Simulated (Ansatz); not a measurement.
`CCS(C)=O` → 3 C• + 8 H• + O• + S•  (atomization)

Program: Ansatz. Geometries: PBE0-D4/def2-TZVP. ΔE: electronic, gas phase. CCSD(T)/CBS is the MP2 limit (def2-TZVPP, def2-QZVPP) plus CCSD(T) − MP2 in def2-TZVPP, frozen cores. This one scheme is used for every species, atoms too. For atomizations the MP2-based limit and the directly extrapolated one differ by several kJ/mol either way, and by 10 to 25 for some Ge, Se and Sn compounds, so smaller differences from it don't rank the levels. DFT in def2-TZVPP. B3LYP here is the variant with VWN-RPA as its local correlation; programs differ in this. No spin–orbit coupling; open shells (•) take unrestricted orbitals. Spin–orbit coupling would lower the free atoms: a little for C, O, S. Each species was taken in one conformer, which may not be the lowest.

`CCS(C)=O`:

```xyz
13

C     1.644    0.222   -0.084
C     0.435    0.565    0.761
S    -1.079    0.828   -0.196
C    -1.329   -0.876   -0.713
O    -2.147    1.128    0.787
H     2.551    0.256    0.524
H     1.769    0.932   -0.905
H     1.574   -0.781   -0.510
H     0.566    1.520    1.277
H     0.206   -0.192    1.516
H    -2.284   -0.899   -1.238
H    -1.375   -1.515    0.170
H    -0.533   -1.189   -1.390
```

CCSD(T)/CBS gives +1150.7 kcal/mol.

Question: Another level gave +1156.0 kcal/mol. Which?
A. r2SCAN-D4/def2-TZVPP
B. B3LYP/def2-TZVPP
C. ωB97X-V/def2-TZVPP
D. MP2/def2-TZVPP

Answer: A. r2SCAN-D4 1156.0, B3LYP 1139.1, MP2/def2-TZVPP 1136.0, ωB97X-V 1151.8 kcal/mol.

Largest T1 diagnostic among the species: 0.014.

From PBE to PBE0 (25 % exact exchange), in def2-TZVPP and without D4, ΔE moves by −21.7 kcal/mol: exact exchange takes away binding that semilocal exchange gives to molecules. In def2-TZVPP, CCSD(T) changes the Hartree–Fock value by +294.9 kcal/mol (the triples alone add +18.0 kcal/mol) and MP2 by +312.2 kcal/mol; breaking electron pairs costs correlation energy, which Hartree–Fock lacks.
